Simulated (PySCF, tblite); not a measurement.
Calculations on `C=C1C=NC1=[N]` [radical], in the order of a workflow; each names the level of the geometry that it ran on. Settings lines and outputs come from a driver script.

Compound: C4H3N2 (doublet state).
Atom-mapped SMILES: `[CH2:1]=[C:2]1[CH:3]=[N:4][C:5]1=[N:6]` (hydrogens: H7, H8 on C1; H9 on C3)

Step 1: GFN2-xTB geometry optimisation, gas phase (tblite 0.8.0) (from a force-field or distance-geometry start)
```json
{"job": {"kind": "relax", "xc": "GFN2-xTB", "basis": "xTB"}, "charge": 0, "multiplicity": 2}
```
```
step      E/eV     max force
  0    -427.97873    5.790
  1    -428.07634    7.630
  2    -428.32686    1.440
...
 21    -428.39475    0.034
 22    -428.39484    0.035
 23    -428.39489    0.019
 24    -428.39491    0.013
 25    -428.39492    0.005
```

Energy lowered by 9.6 kcal/mol over 25 steps; largest atomic force 0.005 eV/Å at the end. «max force» is the largest atomic force in eV/Å.

Hardware: one thread of an Arm Neoverse V1, no GPU, on a shared host. Cost: under 0.1 s.

Step 2: GFN2-xTB harmonic vibrations, gas phase (tblite 0.8.0) (on the GFN2-xTB geometry)
```json
{"job": {"kind": "ir", "xc": "GFN2-xTB", "basis": "xTB"}, "charge": 0, "multiplicity": 2}
```
```
(table of modes left out)
```

21 modes from 127 to 3130 cm⁻¹ (unscaled, harmonic); zero-point energy 36.4 kcal/mol; all wavenumbers are real at this level.

The run took 0.15 s on Arm Neoverse V1, one thread, shared host with 64 logical CPUs at a one-minute load of 29.

Step 3: UKS B3LYP, pcH-1 on C H N, non-relativistic, mean-field spin-orbit, GIAO (PySCF 2.14.0) (on the GFN2-xTB geometry)
```json
{"job": {"kind": "epr", "basis": "pcH-1"}, "charge": 0, "multiplicity": 2}
```
```
...
E = -263.58958057 Eh   <S^2> = 0.7621 (exact 0.7500)
g shifts (ppm)      1          2          3
  rmc          -228       -228       -228
  gc              4         60         45
  oz_so         -76        138       2561
  total        -300        -30       2378
hyperfine (MHz)  atom isotope    a_iso     a_fc   dipolar eigenvalues
    0   13C      -2.26      -2.26     -7.54      1.45      6.09
    1   13C     165.68     165.68    -15.92     -9.45     25.36
    2   13C      -9.39      -9.39     -9.37      4.15      5.21
    3   14N       8.38       8.38    -10.37     -5.73     16.09
    4   13C     -81.51     -81.51    -14.29     -6.06     20.35
    5   14N      19.16      19.16    -42.12    -32.14     74.26
    6    1H      17.77      17.77     -1.90     -0.26      2.16
    7    1H       6.28       6.28     -3.07     -2.69      5.76
    8    1H       2.24       2.24     -2.89      0.54      2.35
```

⟨S²⟩ 0.762; g_iso 2.0030. rmc, gc and oz_so are the mass-correction, gauge-correction and orbital-Zeeman/spin–orbit parts of the g shift along its three principal axes; a_iso is the isotropic hyperfine coupling and a_fc its Fermi-contact part. The log counts atoms from 0, this text from 1.

Hardware: an Arm Neoverse V1 with one thread, shared host with 64 logical CPUs at a one-minute load of 28. Cost: 25 s (with the writing of density and orbital grids), 0.66 GiB resident at most.

Geometry of the electronic-property runs (GFN2-xTB):
```
atom  x, y, z in Å
C1     0.829    0.981    0.758
C2     0.111    0.074    0.128
C3    -0.315   -1.309    0.212
N4    -1.014   -1.320   -0.873
C5    -0.721    0.084   -1.175
N6    -0.990    0.887   -2.028
H7     1.340    0.747    1.680
H8     0.927    1.981    0.371
H9    -0.154   -2.119    0.902
```

 (This holds for the electronic-property runs.)
